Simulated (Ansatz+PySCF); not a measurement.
**singlet NH₃: levels of theory in one basis**

```xyz
4

N    -0.0005   -0.0215    0.0765
H     0.9472    0.0340   -0.2489
H    -0.5057    0.8251   -0.2544
H    -0.4459   -0.8553   -0.2864
```

Basis set: def2-SVP (spherical functions). Correlated methods keep 1 orbital frozen. Charge 0, multiplicity 1.

Computed with Ansatz (development build ahead of 0.2.0); each method stands on the lowest determinant of its kind that the runs found. NEVPT2 correlates all electrons. Active spaces start from the frontier orbitals, and the lowest solution found is given.

| method | E − E(RHF) (eV) | <S²> of the determinant |
| --- | --- | --- |
| RHF | 0.00 | 0.00 |
| RHF-MP2 | -5.07 | – |
| RHF-CCSD | -5.51 | – |
| RHF-CCSD(T) | -5.61 | – |
| CASSCF(8,7) | -2.00 | – |

What does SC-NEVPT2(8,7) give on the same scale?

-4.93 eV. NEVPT2 here correlates all electrons, so it doesn't share the others' frozen core.

Is a single determinant a sound starting point here?

By this sign, yes. Unrestricted orbitals gain 0.00 eV and <S²> is 0.00 against 0.00 for a pure state. The CASSCF(8,7) natural occupations are 2.00, 1.98, 1.98, 1.98, 0.02, 0.02, 0.02.
